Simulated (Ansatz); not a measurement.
# CH₃O+ (triplet): from Hartree-Fock to the top rungs, cc-pVDZ

Aim: climb from Hartree-Fock through coupled cluster and multireference methods for CH₃O+ (triplet) at one geometry and basis, and see what each rung misses.

The runs use Ansatz 0.2.0, Gaussian basis; cc-pVDZ, core rule «outside noble gas», up to 2 orbitals frozen.

The runs, in order: UHF; CCSD(T) on ROHF; CCSD(T) on UHF; BCCD(T) on ROHF; CISD; CCSDT(Q) on ROHF; CCSDT(Q) on UHF; CASSCF and NEVPT2, 12 electrons in 11 orbitals.

21 further runs of the same task are left out: 1 for a mislabelled method, 8 that didn't finish, 12 set aside as unsound or not needed.

### 1 The geometry

The geometry is a PBE0/def2-TZVP stationary point (not a proven minimum) of the parent state, kept for this charge and spin.

5 atoms, charge 1, spin multiplicity 3.

Atoms are counted from 1 here; the program's logs count them from 0.

Bond lengths: O1–C2 1.356 Å, C2–H3 1.104 Å, C2–H4 1.098 Å, C2–H5 1.104 Å. Angles: O1–C2–H3 108.9°, O1–C2–H4 114.9°, O1–C2–H5 108.9°, H3–C2–H4 110.0°, H3–C2–H5 103.7°, H4–C2–H5 110.0°.

### 2 UHF

Contents of in.yaml:

```yaml
crystal:
  periodic: [false, false, false]
  atoms:
    - {symbol: O, position_ang: [0.000000, 0.001105, 0.695061]}
    - {symbol: C, position_ang: [0.000000, 0.009438, -0.660775]}
    - {symbol: H, position_ang: [0.868643, -0.569422, -1.021453]}
    - {symbol: H, position_ang: [0.000000, 1.008845, -1.116196]}
    - {symbol: H, position_ang: [-0.868643, -0.569422, -1.021453]}
basis:
  gaussian: {orbitals: cc-pVDZ}
total_charge: 1
magnetization: {spin_polarized: true, initial_magnetization: 2}
hamiltonian: {xc: hf}
output: {orbitals: {seedname: orbitals}}
```

Started as:

```
ansatz run in.yaml --threads 1 --pin off --events-out ev --progress --plain --max-ram 2393MiB
```

Further steps of the session: CCSD(T) on ROHF; CCSD(T) on UHF; BCCD(T) on ROHF; CISD; CCSDT(Q) on ROHF; CCSDT(Q) on UHF; CASSCF and NEVPT2, 12 electrons in 11 orbitals.

Q: Predict the results of all the runs planned. Wanted: UCCSDT(Q) below the RHF energy; RMP2 from UCCSDT(Q); UMP2 from UCCSDT(Q); RCCSD from UCCSDT(Q); RCCSD(T) from UCCSDT(Q); UCCSD(T) from UCCSDT(Q); RCCSDT(Q) from UCCSDT(Q); NEVPT2 valence from UCCSDT(Q); T1 diagnostic.

The runs gave:

```
                         quantity                      value
   UCCSDT(Q) below the RHF energy                 -8.5560 eV
              RMP2 from UCCSDT(Q)            +31.26 kcal/mol
              UMP2 from UCCSDT(Q)            +30.45 kcal/mol
             RCCSD from UCCSDT(Q)             +6.00 kcal/mol
          RCCSD(T) from UCCSDT(Q)             +1.01 kcal/mol
          UCCSD(T) from UCCSDT(Q)             +1.02 kcal/mol
         RCCSDT(Q) from UCCSDT(Q)             +0.09 kcal/mol
    NEVPT2 valence from UCCSDT(Q)            +24.44 kcal/mol
levels within 1 kcal/mol (43 meV)  RCCSDT, UCCSDT, RCCSDT(Q)
                    T1 diagnostic                      0.047
   effectively unpaired electrons                       2.02
```

In words: RCCSD(T) lands +1.01 kcal/mol from the yardstick (0.5 % of the correlation energy). The occupations are near whole numbers, but T1 = 0.047 shows that the orbitals relax strongly. These misses are within one basis, not against nature; the frozen cores of restricted and unrestricted runs differ, which can shift their rows.
